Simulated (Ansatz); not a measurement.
**B2H, doublet in cc-pVDZ: errors against full CI**

Geometry: a point of a stretch scan, not a stationary point.

```xyz
3

B     0.0000    0.0000    0.7435
B     0.0000    0.0000   -2.6645
H     0.0000    0.0000    1.9210
```

Basis cc-pVDZ; Ansatz 0.2.0. Only valence electrons are correlated (noble-gas cores frozen), which leaves 7 electrons in 31 orbitals. Prefix R: restricted or restricted open-shell reference; prefix U: unrestricted. Active spaces: pair = (3e, 3o) about the gap; valence = (7e, 9o) chosen from the atoms' valence shells.

Full CI is exact within this basis and frozen core; it isn't the basis-set limit. The frozen core follows each run's orbitals, which can shift R against U totals by a few meV.

For open shells CISD is restricted-active-space CI with the open shells as a complete middle space.

- UHF ⟨S²⟩: 1.217
- T1 diagnostic (RCCSD): 0.0176
- largest doubles amplitude (RCCSD): 0.117

```
                   level  E − E(full CI) (kJ/mol)  share of correlation (%)    wall time
                     RHF                    402.5                      0.00            –
                    RMP2                    136.6                     66.07            –
                    CISD                     39.4                     90.20       0.85 s
                   RCCSD                      9.6                     97.61            –
                RCCSD(T)                      2.9                     99.29        3.3 s
                 BCCD(T)                      2.9                     99.28        2.2 s
                  RCCSDT                      0.3                     99.92            –
               RCCSDT(Q)                      0.1                     99.98          7 s
                 RCCSDTQ                      0.0                    100.00  27 s (H100)
  CASSCF (valence space)                    178.2                     55.72            –
  NEVPT2 (valence space)                     59.8                     85.14        2.7 s
  MRCISD (valence space)                      8.8                     97.81            –
MRCISD+Q (valence space)                      1.6                     99.61        4.1 s
```

The correlation energy at full CI, counted from RHF, is -4.172 eV. That run took 19 s on 2 threads of AMD EPYC 7R13 with a shared H100 80 GB, shared host over 35,359,296 determinants.

Run but not shown, since their state, orbitals or frozen core can't be matched to the reference's or they repeat it: UHF, UMP2, UCCSD, UCCSD(T), UCCSDT, UCCSDT(Q), UCCSDTQ, CASSCF (pair space), NEVPT2 (pair space), MRCISD (pair space), MRCISD+Q (pair space).

Times hold each run's SCF and search for its determinant on a shared host, so for small cases they say little of a method's own cost; rows without a card ran on 1 thread of AMD EPYC 7R13. Some runs computed forces too.

The full-CI state has the irrep B2 of C2v, in the program's axes (one component, if the state is degenerate).

Natural occupations of full CI about the gap: 1.959 1.883 1.852 0.982 0.067 0.064 0.055 0.054 0.020 0.011; effectively unpaired electrons, Σ n²(2−n)², 1.19.
